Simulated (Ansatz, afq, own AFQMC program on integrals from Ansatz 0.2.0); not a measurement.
Integrals from Ansatz 0.2.0, then the random walk in our own AFQMC program (afq).

```yaml
crystal:
  periodic: [false, false, false]
  atoms:
    - {symbol: Ge, position_ang: [0.000000, 0.006394, 0.738459]}
    - {symbol: Al, position_ang: [0.000000, 0.124227, -1.849930]}
    - {symbol: H, position_ang: [0.000000, 1.261685, -0.430559]}
    - {symbol: H, position_ang: [0.000000, -5.047954, -3.267782]}
basis:
  gaussian: {orbitals: cc-pVDZ}
magnetization: {spin_polarized: true, initial_magnetization: 3}
correlation: {method: ccsd_t, electrons: outside_noble_gas, hamiltonian_folder: ham}
```

```sh
$ ansatz run in.yaml --threads 1 --pin off --events-out ev --progress --plain --max-ram 1382MiB
```

afq runs on the folder ham with

```
--method phaseless --trial cisd --walkers 60 --populations 1 --least-time 40 --time-step 0.005 --steps-per-block 50 --equilibration-blocks 40 --max-blocks 300 --target-error 0.00072 --factor-cut 1e-05 --start spin_pure --seed 2749 --release-times 0.24,0.51,0.99,1.62,2.4 --release-step 0.03 --release-every 4 --taylor-order 6
```

Times are imaginary, in 1/Eh. The walk had a cap of 1002 s. Filled inner d shells are frozen with the cores.

```
orbitals 36  electrons 6 3  factors 253 of 598
reference energy -2318.28809783 Eh
CCSD correlation -0.14500367 Eh in 14 cycles, weight of the determinant in the CISD state 0.8500
energy of the start -2318.430491 Eh
 block  time / (1/Eh)  mean weight  energy / Eh
     1     0.250  0.9984  -2318.429811
     2     0.500  1.0003  -2318.430671
     3     0.750  0.9998  -2318.432456
     4     1.000  1.0008  -2318.434085
     5     1.250  1.0005  -2318.434658
     7     1.750  1.0002  -2318.436186
     9     2.250  1.0011  -2318.438183
    11     2.750  0.9989  -2318.439105
    21     5.250  0.9993  -2318.436283
    31     7.750  0.9994  -2318.440700
    41    10.250  1.0011  -2318.438651
    51    12.750  0.9975  -2318.444330
    61    15.250  1.0003  -2318.438271
    71    17.750  0.9995  -2318.440839
    81    20.250  1.0009  -2318.450173
    91    22.750  1.0004  -2318.443471
   101    25.250  1.0004  -2318.438794
   111    27.750  0.9996  -2318.440685
   121    30.250  1.0004  -2318.438862
   131    32.750  0.9997  -2318.440707
   141    35.250  1.0004  -2318.443685
   151    37.750  1.0008  -2318.439735
   161    40.250  1.0004  -2318.437667
   171    42.750  0.9984  -2318.436699
   176    44.000  1.0002  -2318.433175
   181    45.250  1.0001  -2318.437643
   191    47.750  1.0008  -2318.443856
   196    49.000  0.9992  -2318.445655
blocks merged  error / Eh  count
     1  0.000268  160
     2  0.000356  80
     4  0.000466  40
     8  0.000579  20
    16  0.000755  10
released: time / (1/Eh)  energy / Eh  error  mean overlap
  0.24  -2318.440276  0.000588  0.9879
  0.51  -2318.440272  0.000521  0.9857
  0.99  -2318.440140  0.000398  0.9936
  1.62  -2318.440664  0.000495  1.0149
  2.40  -2318.440308  0.000468  1.0235
energy -2318.440235 +/- 0.000579 Eh
(rows thinned)
```

Question: Estimate how long the walk took on 1 thread of Intel(R) Xeon(R) 6975P-C (Granite Rapids), on a shared host.

Answer: 2.4 min of wall time.

The run passed its tests (sampling time, drift between the halves within three errors, error under three times the target), which doesn't prove that it has relaxed.

Against this walk (error 15.7 meV) on the same determinant: CCSD(T) 39.1 meV higher, CCSDT(Q) 13.1 meV lower (within the noise). The error is statistical and leaves out the bias of the constraint. Released to 2.40 1/Eh the energy moves by -2 ± 20 meV (both errors), within twice the noise.

Cautions: constraint bias not in the error; no relativity below Rb; no spin-orbit coupling; inner d shell frozen; lower spins were not checked; unrestricted determinant slightly spin contaminated (⟨S²⟩ 3.84 against 3.75).

CCSDT and higher add their correlation energy to the determinant of the CCSD(T) run, since their own runs factorise the integrals more tightly (a shift of under 2 meV). A walk keeps the symmetry of its determinant, which the program's search chose and which needn't be the lowest solution, so a lower state of the same spin and another symmetry isn't excluded.
